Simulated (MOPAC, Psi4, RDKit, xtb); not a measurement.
Two geometries of C₆H₆, SMILES C#C/C=C\C=C, relaxed at B3LYP-D3(BJ)/def2-SVP with one dihedral held; other torsions can differ between them too.

Structure A

```
12

C     -2.5777     1.5030    -0.7041
C     -1.9872     0.5191    -0.3015
C     -1.3579    -0.6618     0.1757
C     -0.0260    -0.8661     0.3327
C      1.0773     0.0469     0.0404
C      1.0509     1.3893     0.0919
H     -3.0867     2.3780    -1.0611
H     -2.0344    -1.4853     0.4313
H      0.2704    -1.8662     0.6666
H      2.0305    -0.4447    -0.1892
H      0.1473     1.9404     0.3596
H      1.9478     1.9721    -0.1336
```

Structure B

```
12

C     -2.4007     1.5586    -0.7237
C     -1.8864     0.5388    -0.3072
C     -1.3138    -0.6644     0.1896
C      0.0165    -0.9000     0.3035
C      1.0633     0.0732     0.0260
C      2.2562     0.0840     0.6434
H     -2.8519     2.4605    -1.0913
H     -2.0162    -1.4499     0.4886
H      0.3277    -1.8555     0.7392
H      0.7970     0.8976    -0.6450
H      2.5415    -0.7022     1.3500
H      2.9874     0.8742     0.4565
```

Question: Which is lower in energy at the level Psi4 with DF-MP2 (frozen core)/cc-pVTZ // B3LYP-D3(BJ)/def2-SVP, and by how much?

Answer: B is lower, by 8.04 kJ/mol (dihedral C3–C4–C5–C6: 30° in A, 150° in B).

E(B) − E(A) in kJ/mol at the other levels, on the same two geometries: MMFF94 // B3LYP-D3(BJ)/def2-SVP (RDKit) -11.85; PBE0/def2-TZVP // B3LYP-D3(BJ)/def2-SVP (Psi4) -10.23; PBE0-D3(BJ)/def2-TZVP // B3LYP-D3(BJ)/def2-SVP (Psi4) -9.03; PBE/def2-TZVP // B3LYP-D3(BJ)/def2-SVP (Psi4) -10.24; PBE-D3(BJ)/def2-TZVP // B3LYP-D3(BJ)/def2-SVP (Psi4) -8.98; HF/cc-pVTZ // B3LYP-D3(BJ)/def2-SVP (Psi4) -12.60; UFF // B3LYP-D3(BJ)/def2-SVP (RDKit) -19.50; PM3, restricted, heats of formation // B3LYP-D3(BJ)/def2-SVP (MOPAC) -5.32; PM7, restricted, heats of formation // B3LYP-D3(BJ)/def2-SVP (MOPAC) -4.37; GFN1-xTB // B3LYP-D3(BJ)/def2-SVP (xtb) -3.93.
